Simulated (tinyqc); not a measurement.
UHF in the sto-3g basis, for OH+, spin multiplicity 3, step by step (part 1 of 3). Computed by tinyqc, a small Python program that keeps every step (integrals from PySCF). Settings: charge = 1, multiplicity = 3, basis = sto-3g, energy threshold = 1e-10, iteration cap = 53, orthogonalisation = symmetric, start = core, DIIS depth = 6, damping = 0.7, method = UHF. Command: `OMP_NUM_THREADS=1 python tinyqc.py 22324 22325 out.jsonl` (the two numbers bound the seeds that draw the settings). One thread of a shared host (Intel(R) Xeon(R) Processor @ 2.60GHz), about 0.3 s of CPU time with the checks. Later iterations appear only in the table of the cycle.

## One-electron integrals

Geometry (angstrom):
```
atom         x         y         z
O     0.000000  0.000000  0.000000
H     0.000000  0.000000  1.917000
```

Basis sto-3g: exponents (1/bohr^2) and contraction coefficients of normalised primitives:
```
element  l (shell)    exponent  coefficient
O            s (1)  130.709320     0.154329
O            s (1)   23.808861     0.535328
O            s (1)    6.443608     0.444635
O            s (2)    5.033151    -0.099967
O            s (2)    1.169596     0.399513
O            s (2)    0.380389     0.700115
O            p (3)    5.033151     0.155916
O            p (3)    1.169596     0.607684
O            p (3)    0.380389     0.391957
H            s (1)    3.425251     0.154329
H            s (1)    0.623914     0.535328
H            s (1)    0.168855     0.444635
```

Overlap, kinetic and nuclear-attraction integrals over the contracted functions; the nuclear repulsion is the sum of Za Zb / Rab.

nuclear repulsion = 2.20835560 hartree

overlap S:
```
           1O 1s     1O 2s    1O 2px    1O 2py    1O 2pz     2H 1s
1O 1s   1.000000  0.236704  0.000000  0.000000  0.000000  0.006067
1O 2s   0.236704  1.000000  0.000000  0.000000  0.000000  0.089857
1O 2px  0.000000  0.000000  1.000000  0.000000  0.000000  0.000000
1O 2py  0.000000  0.000000  0.000000  1.000000  0.000000  0.000000
1O 2pz  0.000000  0.000000  0.000000  0.000000  1.000000  0.097816
2H 1s   0.006067  0.089857  0.000000  0.000000  0.097816  1.000000
```

kinetic energy T (hartree):
```
            1O 1s      1O 2s    1O 2px    1O 2py     1O 2pz      2H 1s
1O 1s   29.003200  -0.168011  0.000000  0.000000   0.000000  -0.001878
1O 2s   -0.168011   0.808128  0.000000  0.000000   0.000000  -0.018256
1O 2px   0.000000   0.000000  2.528731  0.000000   0.000000   0.000000
1O 2py   0.000000   0.000000  0.000000  2.528731   0.000000   0.000000
1O 2pz   0.000000   0.000000  0.000000  0.000000   2.528731  -0.004427
2H 1s   -0.001878  -0.018256  0.000000  0.000000  -0.004427   0.760032
```

nuclear attraction V (hartree):
```
             1O 1s      1O 2s     1O 2px     1O 2py     1O 2pz      2H 1s
1O 1s   -60.894499  -7.248420   0.000000   0.000000  -0.003870  -0.189979
1O 2s    -7.248420  -9.327962   0.000000   0.000000  -0.048855  -0.538046
1O 2px    0.000000   0.000000  -9.249250   0.000000   0.000000   0.000000
1O 2py    0.000000   0.000000   0.000000  -9.249250   0.000000   0.000000
1O 2pz   -0.003870  -0.048855   0.000000   0.000000  -9.267990  -0.490278
2H 1s    -0.189979  -0.538046   0.000000   0.000000  -0.490278  -3.433695
```

core Hamiltonian H = T + V (hartree):
```
             1O 1s      1O 2s     1O 2px     1O 2py     1O 2pz      2H 1s
1O 1s   -31.891299  -7.416431   0.000000   0.000000  -0.003870  -0.191857
1O 2s    -7.416431  -8.519834   0.000000   0.000000  -0.048855  -0.556302
1O 2px    0.000000   0.000000  -6.720519   0.000000   0.000000   0.000000
1O 2py    0.000000   0.000000   0.000000  -6.720519   0.000000   0.000000
1O 2pz   -0.003870  -0.048855   0.000000   0.000000  -6.739258  -0.494705
2H 1s    -0.191857  -0.556302   0.000000   0.000000  -0.494705  -2.673663
```

## Two-electron integrals

Functions are numbered as in S; the eight-fold symmetry (ij|kl) = (ji|kl) = (kl|ij) leaves the list below.

Two-electron integrals (ij|kl) in chemists' order, unique and non-zero (hartree):
```
(11|11) 4.785065   (21|11) 0.741380   (21|21) 0.136873   (22|11) 1.118947
(22|21) 0.256633   (22|22) 0.817206   (31|31) 0.024477   (32|31) 0.037809
(32|32) 0.180518   (33|11) 1.115814   (33|21) 0.256684   (33|22) 0.817023
(33|33) 0.880159   (41|41) 0.024477   (42|41) 0.037809   (42|42) 0.180518
(43|43) 0.047444   (44|11) 1.115814   (44|21) 0.256684   (44|22) 0.817023
(44|33) 0.785270   (44|44) 0.880159   (51|51) 0.024477   (52|51) 0.037809
(52|52) 0.180518   (53|53) 0.047444   (54|54) 0.047444   (55|11) 1.115814
(55|21) 0.256684   (55|22) 0.817023   (55|33) 0.785270   (55|44) 0.785270
(55|55) 0.880159   (61|11) 0.019207   (61|21) 0.003520   (61|22) 0.006572
(61|33) 0.006563   (61|44) 0.006563   (61|51) 0.000158   (61|52) 0.000299
(61|55) 0.006592   (61|61) 0.000092   (62|11) 0.061898   (62|21) 0.014442
(62|22) 0.053108   (62|33) 0.052217   (62|44) 0.052217   (62|51) 0.001073
(62|52) 0.009258   (62|55) 0.054836   (62|61) 0.000379   (62|62) 0.004966
(63|31) 0.001308   (63|32) 0.008339   (63|53) 0.001841   (63|63) 0.000626
(64|41) 0.001308   (64|42) 0.008339   (64|54) 0.001841   (64|64) 0.000626
(65|11) 0.054264   (65|21) 0.012796   (65|22) 0.050206   (65|33) 0.048300
(65|44) 0.048300   (65|51) 0.002008   (65|52) 0.015476   (65|55) 0.053963
(65|61) 0.000345   (65|62) 0.005681   (65|65) 0.007019   (66|11) 0.275876
(66|21) 0.065295   (66|22) 0.275398   (66|33) 0.269495   (66|44) 0.269495
(66|51) 0.003843   (66|52) 0.047966   (66|55) 0.287143   (66|61) 0.001708
(66|62) 0.037108   (66|65) 0.049340   (66|66) 0.774606
```

## Orthogonalisation

S = U s U^T; symmetric (Loewdin) form X = U s^(-1/2) U^T, so that X^T S X = 1.

eigenvalues of S: 0.746305  0.907255  1.000000  1.000000  1.088242  1.258198

X:
```
            1O 1s      1O 2s    1O 2px    1O 2py     1O 2pz      2H 1s
1O 1s    1.021975  -0.123120  0.000000  0.000000  -0.000455   0.005247
1O 2s   -0.123120   1.025159  0.000000  0.000000   0.003436  -0.046537
1O 2px   0.000000   0.000000  1.000000  0.000000   0.000000   0.000000
1O 2py   0.000000   0.000000  0.000000  1.000000   0.000000   0.000000
1O 2pz  -0.000455   0.003436  0.000000  0.000000   1.003635  -0.049461
2H 1s    0.005247  -0.046537  0.000000  0.000000  -0.049461   1.006764
```

## Starting guess

The start is the orbitals of the core Hamiltonian; D(s) = C_occ C_occ^T for each spin.

D(alpha) at the start:
```
            1O 1s      1O 2s    1O 2px    1O 2py     1O 2pz      2H 1s
1O 1s    1.059539  -0.251713  0.000000  0.000000  -0.001092   0.007399
1O 2s   -0.251713   1.064125  0.000000  0.000000   0.005628  -0.030353
1O 2px   0.000000   0.000000  1.000000  0.000000   0.000000   0.000000
1O 2py   0.000000   0.000000  0.000000  1.000000   0.000000   0.000000
1O 2pz  -0.001092   0.005628  0.000000  0.000000   1.006452  -0.041791
2H 1s    0.007399  -0.030353  0.000000  0.000000  -0.041791   0.002588
```

D(beta) at the start:
```
            1O 1s      1O 2s    1O 2px    1O 2py     1O 2pz      2H 1s
1O 1s    1.059539  -0.251713  0.000000  0.000000  -0.001092   0.007399
1O 2s   -0.251713   1.064125  0.000000  0.000000   0.005628  -0.030353
1O 2px   0.000000   0.000000  0.000000  0.000000   0.000000   0.000000
1O 2py   0.000000   0.000000  0.000000  0.000000   0.000000   0.000000
1O 2pz  -0.001092   0.005628  0.000000  0.000000   1.006452  -0.041791
2H 1s    0.007399  -0.030353  0.000000  0.000000  -0.041791   0.002588
```

## Iteration 1: building the Fock matrix

J_ij = sum D_kl (ij|kl) with D = D(alpha) + D(beta), K_ij = sum D_kl (ik|jl) for each spin; F = H + J - K(s); E = tr D H + tr D J / 2 - 0.5 sum_s tr D(s) K(s) + E_nn.

Coulomb J (hartree):
```
            1O 1s     1O 2s    1O 2px    1O 2py    1O 2pz     2H 1s
1O 1s   16.237926  3.006009  0.000000  0.000000  0.000303  0.077451
1O 2s    3.006009  7.117375  0.000000  0.000000  0.000445  0.443320
1O 2px   0.000000  0.000000  7.078160  0.000000  0.000000  0.000000
1O 2py   0.000000  0.000000  0.000000  7.078160  0.000000  0.000000
1O 2pz   0.000303  0.000445  0.000000  0.000000  7.173101  0.412920
2H 1s    0.077451  0.443320  0.000000  0.000000  0.412920  2.214327
```

exchange K(alpha) (hartree):
```
           1O 1s     1O 2s    1O 2px    1O 2py    1O 2pz     2H 1s
1O 1s   4.916029  0.855964  0.000000  0.000000  0.000059  0.023785
1O 2s   0.855964  1.424385  0.000000  0.000000  0.000667  0.077358
1O 2px  0.000000  0.000000  1.173710  0.000000  0.000000  0.000000
1O 2py  0.000000  0.000000  0.000000  1.173710  0.000000  0.000000
1O 2pz  0.000059  0.000667  0.000000  0.000000  1.174320  0.054289
2H 1s   0.023785  0.077358  0.000000  0.000000  0.054289  0.009223
```

exchange K(beta) (hartree):
```
           1O 1s     1O 2s    1O 2px    1O 2py    1O 2pz     2H 1s
1O 1s   4.867075  0.780347  0.000000  0.000000  0.000059  0.021170
1O 2s   0.780347  1.063348  0.000000  0.000000  0.000667  0.060680
1O 2px  0.000000  0.000000  0.246107  0.000000  0.000000  0.000000
1O 2py  0.000000  0.000000  0.000000  0.246107  0.000000  0.000000
1O 2pz  0.000059  0.000667  0.000000  0.000000  1.079431  0.050608
2H 1s   0.021170  0.060680  0.000000  0.000000  0.050608  0.007972
```

F(alpha) (hartree):
```
             1O 1s      1O 2s     1O 2px     1O 2py     1O 2pz      2H 1s
1O 1s   -20.569403  -5.266387   0.000000   0.000000  -0.003627  -0.138191
1O 2s    -5.266387  -2.826844   0.000000   0.000000  -0.049077  -0.190339
1O 2px    0.000000   0.000000  -0.816069   0.000000   0.000000   0.000000
1O 2py    0.000000   0.000000   0.000000  -0.816069   0.000000   0.000000
1O 2pz   -0.003627  -0.049077   0.000000   0.000000  -0.740478  -0.136074
2H 1s    -0.138191  -0.190339   0.000000   0.000000  -0.136074  -0.468560
```

F(beta) (hartree):
```
             1O 1s      1O 2s    1O 2px    1O 2py     1O 2pz      2H 1s
1O 1s   -20.520448  -5.190769  0.000000  0.000000  -0.003627  -0.135576
1O 2s    -5.190769  -2.465807  0.000000  0.000000  -0.049077  -0.173661
1O 2px    0.000000   0.000000  0.111534  0.000000   0.000000   0.000000
1O 2py    0.000000   0.000000  0.000000  0.111534   0.000000   0.000000
1O 2pz   -0.003627  -0.049077  0.000000  0.000000  -0.645589  -0.132392
2H 1s    -0.135576  -0.173661  0.000000  0.000000  -0.132392  -0.467308
```

total energy of this density = -73.79973916 hartree

This density is the starting one.

## Iteration 1: diagonalisation and new density

Diagonalise F' = X^T F X, C = X C', fill 5 alpha and 3 beta electrons from the bottom; D(s) = C_occ C_occ^T; the new density keeps 0.7 of the old one (damping). Each column has its largest component positive (the first on a tie).

F' = X^T F X (alpha) (hartree):
```
            1          2          3          4          5          6
1  -20.202152  -2.647710   0.000000   0.000000  -0.000124   0.006306
2   -2.647710  -1.938001   0.000000   0.000000  -0.044890  -0.066281
3    0.000000   0.000000  -0.816069   0.000000   0.000000   0.000000
4    0.000000   0.000000   0.000000  -0.816069   0.000000   0.000000
5   -0.000124  -0.044890   0.000000   0.000000  -0.733806  -0.076157
6    0.006306  -0.066281   0.000000   0.000000  -0.076157  -0.451144
```

orbital energies (alpha) (hartree): MO1 -20.578242, MO2 -1.568760, MO3 -0.816069, MO4 -0.816069, MO5 -0.748733, MO6 -0.429368

coefficients C (alpha):
```
              MO1        MO2       MO3        MO4        MO5        MO6
1O 1s    0.994504  -0.264350  0.000000   0.000000   0.019548   0.017811
1O 2s    0.022268   1.025684  0.000000   0.000000  -0.081784  -0.095272
1O 2px   0.000000   0.000000  0.989175  -0.146744   0.000000   0.000000
1O 2py   0.000000   0.000000  0.146744   0.989175   0.000000   0.000000
1O 2pz   0.000351   0.059318  0.000000   0.000000   0.961808  -0.284868
2H 1s   -0.001210   0.014177  0.000000   0.000000   0.189112   0.991084
```

F' = X^T F X (beta) (hartree):
```
            1          2         3         4          5          6
1  -20.164572  -2.619010  0.000000  0.000000  -0.000085   0.005617
2   -2.619010  -1.578474  0.000000  0.000000  -0.044357  -0.065826
3    0.000000   0.000000  0.111534  0.000000   0.000000   0.000000
4    0.000000   0.000000  0.000000  0.111534   0.000000   0.000000
5   -0.000085  -0.044357  0.000000  0.000000  -0.638590  -0.077161
6    0.005617  -0.065826  0.000000  0.000000  -0.077161  -0.450799
```

orbital energies (beta) (hartree): MO1 -20.526575, MO2 -1.226479, MO3 -0.659089, MO4 -0.420293, MO5 0.111534, MO6 0.111534

coefficients C (beta):
```
              MO1        MO2        MO3        MO4        MO5       MO6
1O 1s    0.995493  -0.259368   0.030067   0.020896   0.000000  0.000000
1O 2s    0.018397   1.019993  -0.126457  -0.107579   0.000000  0.000000
1O 2px   0.000000   0.000000   0.000000   0.000000   0.999673  0.025557
1O 2py   0.000000   0.000000   0.000000   0.000000  -0.025557  0.999673
1O 2pz   0.000323   0.085472   0.930377  -0.369912   0.000000  0.000000
2H 1s   -0.001015   0.042875   0.274681   0.970013   0.000000  0.000000
```

D(alpha) after iteration 1:
```
            1O 1s      1O 2s    1O 2px    1O 2py     1O 2pz      2H 1s
1O 1s    1.059467  -0.251377  0.000000  0.000000   0.000277   0.004803
1O 2s   -0.251377   1.062651  0.000000  0.000000  -0.001403  -0.021533
1O 2px   0.000000   0.000000  1.000000  0.000000   0.000000   0.000000
1O 2py   0.000000   0.000000  0.000000  1.000000   0.000000   0.000000
1O 2pz   0.000277  -0.001403  0.000000  0.000000   0.983094   0.025565
2H 1s    0.004803  -0.021533  0.000000  0.000000   0.025565   0.012601
```

D(beta) after iteration 1:
```
            1O 1s      1O 2s    1O 2px    1O 2py     1O 2pz      2H 1s
1O 1s    1.059432  -0.251212  0.000000  0.000000   0.001074   0.004017
1O 2s   -0.251212   1.061902  0.000000  0.000000  -0.005200  -0.018554
1O 2px   0.000000   0.000000  0.000000  0.000000   0.000000   0.000000
1O 2py   0.000000   0.000000  0.000000  0.000000   0.000000   0.000000
1O 2pz   0.001074  -0.005200  0.000000  0.000000   0.966389   0.048513
2H 1s    0.004017  -0.018554  0.000000  0.000000   0.048513   0.024998
```

Within a degenerate level the vectors are fixed only up to a rotation; this is one choice.

## Iteration 2: building the Fock matrix

As before.

Coulomb J (hartree):
```
            1O 1s     1O 2s    1O 2px    1O 2py     1O 2pz     2H 1s
1O 1s   16.191790  2.995583  0.000000  0.000000  -0.000074  0.077180
1O 2s    2.995583  7.089640  0.000000  0.000000   0.001078  0.442531
1O 2px   0.000000  0.000000  7.051610  0.000000   0.000000  0.000000
1O 2py   0.000000  0.000000  0.000000  7.051610   0.000000  0.000000
1O 2pz  -0.000074  0.001078  0.000000  0.000000   7.142999  0.412828
2H 1s    0.077180  0.442531  0.000000  0.000000   0.412828  2.235655
```

exchange K(alpha) (hartree):
```
           1O 1s      1O 2s    1O 2px    1O 2py     1O 2pz     2H 1s
1O 1s   4.915398   0.855184  0.000000  0.000000   0.000106  0.023876
1O 2s   0.855184   1.421285  0.000000  0.000000  -0.000663  0.082812
1O 2px  0.000000   0.000000  1.172754  0.000000   0.000000  0.000000
1O 2py  0.000000   0.000000  0.000000  1.172754   0.000000  0.000000
1O 2pz  0.000106  -0.000663  0.000000  0.000000   1.161121  0.073303
2H 1s   0.023876   0.082812  0.000000  0.000000   0.073303  0.024022
```

exchange K(beta) (hartree):
```
           1O 1s      1O 2s    1O 2px    1O 2py     1O 2pz     2H 1s
1O 1s   4.866005   0.778971  0.000000  0.000000   0.000094  0.021314
1O 2s   0.778971   1.057481  0.000000  0.000000  -0.002365  0.068099
1O 2px  0.000000   0.000000  0.244374  0.000000   0.000000  0.000000
1O 2py  0.000000   0.000000  0.000000  0.244374   0.000000  0.000000
1O 2pz  0.000094  -0.002365  0.000000  0.000000   1.054058  0.075971
2H 1s   0.021314   0.068099  0.000000  0.000000   0.075971  0.034693
```

F(alpha) (hartree):
```
             1O 1s      1O 2s     1O 2px     1O 2py     1O 2pz      2H 1s
1O 1s   -20.614908  -5.276032   0.000000   0.000000  -0.004051  -0.138553
1O 2s    -5.276032  -2.851480   0.000000   0.000000  -0.047114  -0.196582
1O 2px    0.000000   0.000000  -0.841663   0.000000   0.000000   0.000000
1O 2py    0.000000   0.000000   0.000000  -0.841663   0.000000   0.000000
1O 2pz   -0.004051  -0.047114   0.000000   0.000000  -0.757381  -0.155180
2H 1s    -0.138553  -0.196582   0.000000   0.000000  -0.155180  -0.462030
```

F(beta) (hartree):
```
             1O 1s      1O 2s    1O 2px    1O 2py     1O 2pz      2H 1s
1O 1s   -20.565514  -5.199819  0.000000  0.000000  -0.004039  -0.135991
1O 2s    -5.199819  -2.487676  0.000000  0.000000  -0.045412  -0.181869
1O 2px    0.000000   0.000000  0.086717  0.000000   0.000000   0.000000
1O 2py    0.000000   0.000000  0.000000  0.086717   0.000000   0.000000
1O 2pz   -0.004039  -0.045412  0.000000  0.000000  -0.650318  -0.157848
2H 1s    -0.135991  -0.181869  0.000000  0.000000  -0.157848  -0.472701
```

total energy of this density = -73.81700267 hartree

This density is a damped mixture and is not idempotent.

## Iteration 2: DIIS over 2 matrices

error matrix X^T (FDS - SDF) X (alpha):
```
           1          2         3         4          5          6
1   0.000000   0.000222  0.000000  0.000000   0.000034  -0.016136
2  -0.000222   0.000000  0.000000  0.000000   0.000684   0.035920
3   0.000000   0.000000  0.000000  0.000000   0.000000   0.000000
4   0.000000   0.000000  0.000000  0.000000   0.000000   0.000000
5  -0.000034  -0.000684  0.000000  0.000000   0.000000   0.067777
6   0.016136  -0.035920  0.000000  0.000000  -0.067777   0.000000
```

B (overlaps of the stored error matrices):
```
               1              2
1  3.2671243e-02  3.0093361e-02
2  3.0093361e-02  2.7977096e-02
```

Minimise |sum c_i e_i|^2 with sum c_i = 1: solve [B -1; -1 0][c; lambda] = [0; -1] with B_ij = tr e_i^T e_j summed over both spins, and take F = sum c_i F_i.

DIIS coefficients: -4.584460  5.584460

extrapolated F(alpha) (hartree):
```
             1O 1s      1O 2s     1O 2px     1O 2py     1O 2pz      2H 1s
1O 1s   -20.823522  -5.320249   0.000000   0.000000  -0.005994  -0.140213
1O 2s    -5.320249  -2.964423   0.000000   0.000000  -0.038117  -0.225206
1O 2px    0.000000   0.000000  -0.958995   0.000000   0.000000   0.000000
1O 2py    0.000000   0.000000   0.000000  -0.958995   0.000000   0.000000
1O 2pz   -0.005994  -0.038117   0.000000   0.000000  -0.834874  -0.242767
2H 1s    -0.140213  -0.225206   0.000000   0.000000  -0.242767  -0.432097
```

extrapolated F(beta) (hartree):
```
             1O 1s      1O 2s     1O 2px     1O 2py     1O 2pz      2H 1s
1O 1s   -20.772118  -5.241308   0.000000   0.000000  -0.005930  -0.137893
1O 2s    -5.241308  -2.587931   0.000000   0.000000  -0.028610  -0.219499
1O 2px    0.000000   0.000000  -0.027056   0.000000   0.000000   0.000000
1O 2py    0.000000   0.000000   0.000000  -0.027056   0.000000   0.000000
1O 2pz   -0.005930  -0.028610   0.000000   0.000000  -0.671998  -0.274548
2H 1s    -0.137893  -0.219499   0.000000   0.000000  -0.274548  -0.497424
```
